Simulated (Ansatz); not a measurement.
**Other spins and charges of HGeN, triplet at one geometry**

Geometry (PBE0/def2-TZVP stationary point for this spin, not checked as a minimum):

```xyz
3

Ge    0.0000   -0.0292    0.3009
N     0.0000    0.0385   -1.5921
H     0.0000    1.5661    0.4378
```

Basis cc-pVDZ; Ansatz 0.2.0. Correlated methods freeze the noble-gas cores and the filled d shells of p-block atoms. R marks a restricted (for open shells ROHF) determinant, U an unrestricted one. Active spaces: valence = (10e, 9o) chosen from the atoms' valence shells. No spin–orbit coupling is included, and no scalar relativity.

Gaps are energies of the second state less the first, at fixed atoms, for a selection of the levels run; each method lands on the state that its own search finds for that charge and spin.

Removing an electron, to the quartet: 9.017 eV at UCCSDTQ.

Large singles or doubles amplitudes warn of static correlation in the HGeN⁺ quartet.

```
                   level  gap (eV)  error (meV)
                    UMP2     9.039           22
                   UCCSD     8.998          -19
                UCCSD(T)     9.016           -1
                 BCCD(T)     9.020            3
                  UCCSDT     9.014           -3
               UCCSDT(Q)     9.018            1
  CASSCF (valence space)     8.291         -726
  NEVPT2 (valence space)     8.859         -158
  MRCISD (valence space)     8.928          -89
MRCISD+Q (valence space)     9.001          -16
                    PBE0     9.344          327
                   B3LYP     9.432          415
                 wB97M-V     9.318          301
                  B2PLYP     9.237          220
```

Quintet less triplet: 1.802 eV at UCCSDTQ.

| level | gap (eV) | error (meV) |
| --- | --- | --- |
| UMP2 | 1.684 | -118 |
| UCCSD | 1.777 | -25 |
| UCCSD(T) | 1.793 | -9 |
| BCCD(T) | 1.804 | 2 |
| UCCSDT | 1.799 | -3 |
| UCCSDT(Q) | 1.803 | 1 |
| CASSCF (valence space) | 1.732 | -70 |
| NEVPT2 (valence space) | 1.809 | 7 |
| MRCISD (valence space) | 1.808 | 6 |
| MRCISD+Q (valence space) | 1.807 | 5 |
| PBE0 | 1.851 | 49 |
| B3LYP | 2.049 | 247 |
| wB97M-V | 2.005 | 203 |
| B2PLYP | 1.944 | 142 |

In so small a basis the reference is far from its limit while semilocal and hybrid functionals are nearer theirs (RPA and double hybrids share much of the reference's basis error), so the functionals' errors here hold much of the reference's basis and frozen-core error, which can add to them or hide them.

Full CI isn't at hand for all of this; UCCSDTQ serves as the reference, and is uncertain by about the last step of the cluster series. The frozen core follows each run's orbitals, which can shift R against U totals by a few meV for light atoms and by up to 0.1 eV past Ca.
